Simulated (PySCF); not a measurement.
Geometry:
| atom | x (Å) | y (Å) | z (Å) |
| --- | --- | --- | --- |
| Cl1 | -0.172 | 1.219 | -1.216 |
| C2 | 0.054 | -0.085 | -0.059 |
| Cl3 | 1.093 | 0.416 | 1.269 |
| Cl4 | -1.491 | -0.682 | 0.536 |
| H5 | 0.547 | -0.903 | -0.574 |

Geometry: PBE0-D3(BJ)/def2-TZVP; GIAO shifts from PySCF, gas phase, non-relativistic, averaged over equivalent atoms.

At KT3/pcSseg-2 (179 basis functions, 35 s wall time (59 s CPU) on 2 threads of an Intel Xeon, shared host):
```
      atoms  δ (ppm)
Cl1/Cl3/Cl4    405.0
         C2    106.6
         H5     7.95
```

δ = σ(ref) − σ, references computed at the same level: 35Cl (942.39 ppm) against HCl; TMS for 13C (183.24 ppm) and 1H (31.63 ppm).

Q: What do these become at PBE0/pcSseg-2?

A: 
| atoms | δ at PBE0/pcSseg-2 | change |
| --- | --- | --- |
| Cl1/Cl3/Cl4 | 389.5 | -15.5 |
| C2 | 102.4 | -4.2 |
| H5 | 7.44 | -0.51 |

Scale: 35Cl (σref 945.66) against HCl; 13C (σref 186.03) and 1H (σref 31.52) against TMS (reference shieldings calculated alike).

The largest change is at Cl1/Cl3/Cl4 (chlorine bonded to C). Cost: 179 basis functions, 43 s wall time (72 s CPU) on 2 threads of an Intel Xeon, shared host.

Carbons that carry Cl, above all several Cl atoms, come out too deshielded, partly because spin–orbit coupling is missing.
